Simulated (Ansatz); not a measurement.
## Scan of [Cl···H···CH$_{2}$], triplet

Starting geometry:

```csv
atom,x (Å),y (Å),z (Å)
Cl,-0.8719,0.0000,0.0000
H,0.4069,0.0000,0.0000
C,2.1151,0.0000,0.0000
H,2.5295,0.0000,0.9962
H,2.5295,0.0000,-0.9962
```

From there H2 is moved from one fragment to the other while all else, the fragments' distance too, stays fixed, so the hump isn't the reaction's barrier; atoms are numbered as listed. Energies are in eV, counted from the starting geometry at the same level.

Basis cc-pVDZ; Ansatz 0.2.0. Correlated methods freeze the noble-gas cores. Prefix R: restricted or restricted open-shell reference; prefix U: unrestricted. Active spaces: valence = (14e, 11o) chosen from the atoms' valence shells.

For open shells CISD is restricted-active-space CI with the open shells as a complete middle space. Runs in a small pair space aren't shown, since their orbitals change along the scan.

Full CI isn't at hand for all of this; UCCSDT(Q) serves as the reference, and is uncertain by about the last step of the cluster series. The frozen core follows each run's orbitals, which can shift R against U totals by a few meV.

```
distance Cl1-H2 (Å)  UCCSDT(Q)  error UHF  error CISD  error RCCSD(T)  error RCCSDT  error NEVPT2 (valence space)  error MRCISD+Q (valence space)
              1.189      0.241     -0.069      -0.028          -0.002        -0.001                        -0.007                          -0.003
              1.279      0.000      0.000       0.000           0.000         0.000                         0.000                           0.000
              1.367     -0.013      0.075       0.037           0.003         0.001                         0.003                           0.002
              1.455      0.051      0.148       0.087           0.006         0.002                         0.009                           0.003
              1.544      0.089      0.205       0.136           0.007         0.003                         0.023                           0.002
              1.632      0.039      0.222       0.128           0.005         0.003                         0.046                           0.000
              1.720     -0.094      0.186       0.102           0.003         0.001                         0.074                          -0.003
              1.809     -0.242      0.110       0.055           0.001        -0.001                         0.098                          -0.007
              1.897     -0.287      0.021       0.012          -0.001        -0.002                         0.114                          -0.011
```

Errors are those of relative energies. In total energy the starting point itself misses UCCSDT(Q) by: UHF 7.820, CISD 0.777, RCCSD(T) 0.029, RCCSDT 0.011, NEVPT2 (valence space) 1.382, MRCISD+Q (valence space) 0.038 eV.

Spread of the error over the points with a reference, to 1.897 Å (largest less smallest): RCCSDT 0.005, RCCSD(T) 0.009, MRCISD+Q (valence space) 0.014, NEVPT2 (valence space) 0.122, CISD 0.164, UHF 0.292 eV.
